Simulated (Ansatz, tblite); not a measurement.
# The cluster Be4+: a ladder of methods and basis sets

How do method and basis change the picture of the cluster Be4+ (doublet)?

The runs use Ansatz 0.2.0, Gaussian basis; as each input shows.

Levels to be run: GFN1-xTB, GFN2-xTB, PBE/def2-TZVP, r2SCAN/def2-TZVP, B3LYP/def2-TZVP, ωB97X-V/def2-TZVP, ωB97M-V/def2-TZVP, BLYP/def2-TZVP, PBE-QIDH/def2-TZVP, PBE+5HF/def2-TZVP, PBE+10HF/def2-TZVP, PBE+15HF/def2-TZVP, PBE+35HF/def2-TZVP, PBE+50HF/def2-TZVP, PBE/def2-SVP, PBE0/def2-SVP, HF/STO-3G, HF/6-31G, B3LYP/6-31G, CCSD(T)/def2-TZVPP, MP2/def2-TZVP, RPA/def2-TZVP.

### Step 1. The relaxed structure

The geometry is that of the doublet, from an earlier relaxation (PBE/def2-TZVP). At that level it is the lowest of the isomers that a small search found.

4 atoms, charge 1, spin multiplicity 2.

Bond lengths: Be1–Be2 2.145 Å, Be1–Be3 2.145 Å, Be2–Be4 2.145 Å, Be3–Be4 2.145 Å. Angles: Be2–Be1–Be3 90.0°, Be1–Be2–Be4 90.0°, Be1–Be3–Be4 90.0°, Be2–Be4–Be3 90.0°.

The ion is computed in the gas phase, without counter-ions or solvent.

PBE0/def2-TZVP was run before; its log isn't repeated, and its numbers join the tables.

### Step 2. GFN1-xTB

Tight binding, by tblite at 300 K electronic temperature and without a spin-polarisation term:

```python
tblite.interface.Calculator('GFN1-xTB', numbers, positions, charge=1, uhf=1).singlepoint()
```

Energy -68.3965 eV; 0.001 s.

### Step 3. GFN2-xTB

Tight binding, by tblite at 300 K electronic temperature and without a spin-polarisation term:

```python
tblite.interface.Calculator('GFN2-xTB', numbers, positions, charge=1, uhf=1).singlepoint()
```

Energy -58.1257 eV; 0.004 s.

### Step 4. PBE/def2-TZVP

start.molden holds the orbitals of an earlier run on this state, given as this run's starting guess.

in.yaml

```yaml
crystal:
  periodic: [false, false, false]
  atoms:
    - {symbol: Be, position_ang: [0.414475, -1.040551, -1.022170]}
    - {symbol: Be, position_ang: [-0.248226, 0.997204, -1.115493]}
    - {symbol: Be, position_ang: [0.249253, -0.996859, 1.115560]}
    - {symbol: Be, position_ang: [-0.415502, 1.040206, 1.022102]}
basis:
  gaussian: {orbitals: def2-TZVP, initial_orbitals: start.molden}
total_charge: 1
magnetization: {spin_polarized: true, initial_magnetization: 1}
hamiltonian: {xc: pbe}
scf: {omitted_lower_state_checks: [starts]}
output: {forces: true, orbitals: {seedname: orbitals}}
```

The run is started by

```bash
ansatz run in.yaml --threads 4 --pin off --events-out ev --progress --plain --max-ram 3916MiB
```

After this run come: r2SCAN/def2-TZVP; B3LYP/def2-TZVP; ωB97X-V/def2-TZVP; ωB97M-V/def2-TZVP; BLYP/def2-TZVP; PBE-QIDH/def2-TZVP; PBE+5HF/def2-TZVP; PBE+10HF/def2-TZVP; PBE+15HF/def2-TZVP; PBE+35HF/def2-TZVP; PBE+50HF/def2-TZVP; PBE/def2-SVP; PBE0/def2-SVP; HF/STO-3G; HF/6-31G; B3LYP/6-31G; CCSD(T)/def2-TZVPP; MP2/def2-TZVP; RPA/def2-TZVP.

Before running them: what should the planned runs give, taken together? Wanted: gap in def2-TZVP, named functionals, smallest and largest; gap over the share of exact exchange; correlation energy, CCSD(T)/def2-TZVPP; correlation energy, MP2/def2-TZVP; ⟨S²⟩ in def2-TZVP, named functionals, smallest and largest; PBE0 total energy, smallest basis above largest.

**Answer**, as computed:

| quantity | value |
| --- | --- |
| gap in def2-TZVP, named functionals, smallest and largest | 0.33 eV (PBE), 6.27 eV (ωB97X-V) |
| gap over the share of exact exchange | 0.68 eV at 0.05, 3.86 eV at 0.5 |
| correlation energy, CCSD(T)/def2-TZVPP | -7.51 eV |
| correlation energy, MP2/def2-TZVP | -5.99 eV |
| ⟨S²⟩ in def2-TZVP, named functionals, smallest and largest | 0.757, 0.777 |
| PBE0 total energy, smallest basis above largest | 1.66 eV (def2-SVP, def2-TZVP) |

Orbital gaps of the named functionals in def2-TZVP span 0.33 eV (PBE) to 6.27 eV (ωB97X-V); exact exchange widens it. Raising the share of exact exchange from 0.05 to 0.5 moves the HOMO by -1.61 eV and the LUMO by +1.56 eV. Over the named functionals in def2-TZVP spin contamination reaches 0.03 (r2SCAN), which is small.
